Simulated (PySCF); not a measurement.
Isomers of C4H8FN, one GFN2-xTB conformer each. Single-point energies are computed at PBE0/pcSseg-1 (PySCF, gas phase, no added dispersion term), electronic only.

```tsv
SMILES	GFN2-xTB relative energy (kJ/mol)
FC[C@H]1CCN1	17.6
CC1(F)CNC1	0.0
[H]/N=C(\CC)CF	18.5
```

Conformers: `[F:1][CH2:2][C@H:3]1[CH2:4][CH2:5][NH:6]1` with F1–C2–C3–C4 78°, C2–C3–C4–C5 127°, C3–C4–C5–N6 -12°, C4–C5–N6–C3 12°, C2–C3–N6–C5 -132°; `[CH3:1][C:2]1([F:3])[CH2:4][NH:5][CH2:6]1` with C1–C2–C4–N5 -104°, C2–C4–N5–C6 -15°, C4–N5–C6–C2 15°, C1–C2–C6–N5 104°; `[H]/[N:4]=[C:3](\[CH2:2][CH3:1])[CH2:5][F:6]` with C1–C2–C3–N4 110°, C2–C3–C5–F6 -21°.

Task: What does PBE0/pcSseg-1 give for the same structures?

Result: 
```csv
SMILES,PBE0/pcSseg-1 E (Eh),PBE0/pcSseg-1 (kJ/mol),GFN2-xTB (kJ/mol),point group
[H]/N=C(\CC)CF,-311.43137,0.0,18.5,C1
CC1(F)CNC1,-311.41865,33.4,0.0,Cs
FC[C@H]1CCN1,-311.40998,56.2,17.6,C1
```

GFN2-xTB puts CC1(F)CNC1 lowest instead; measured from each level's own lowest isomer, the values differ by up to 38.6 kJ/mol (FC[C@H]1CCN1: 17.6 against 56.2). As drawn, the lowest has a C=N bond, which the highest lacks; the highest has a four-membered ring, which the lowest lacks.

Task: Which frontier levels, dipoles and rotational constants go with these structures?

Result: 
```json
{"SMILES": "[H]/N=C(\\CC)CF", "HOMO (eV, PBE0/pcSseg-1)": "-7.45", "LUMO (eV)": "-0.12", "dipole (D)": "1.68", "A, B, C (MHz)": "3867, 3421, 2079"}
{"SMILES": "CC1(F)CNC1", "HOMO (eV, PBE0/pcSseg-1)": "-6.66", "LUMO (eV)": "1.39", "dipole (D)": "0.71", "A, B, C (MHz)": "5404, 3206, 2939"}
{"SMILES": "FC[C@H]1CCN1", "HOMO (eV, PBE0/pcSseg-1)": "-6.67", "LUMO (eV)": "1.22", "dipole (D)": "2.03", "A, B, C (MHz)": "8928, 2234, 1947"}
```
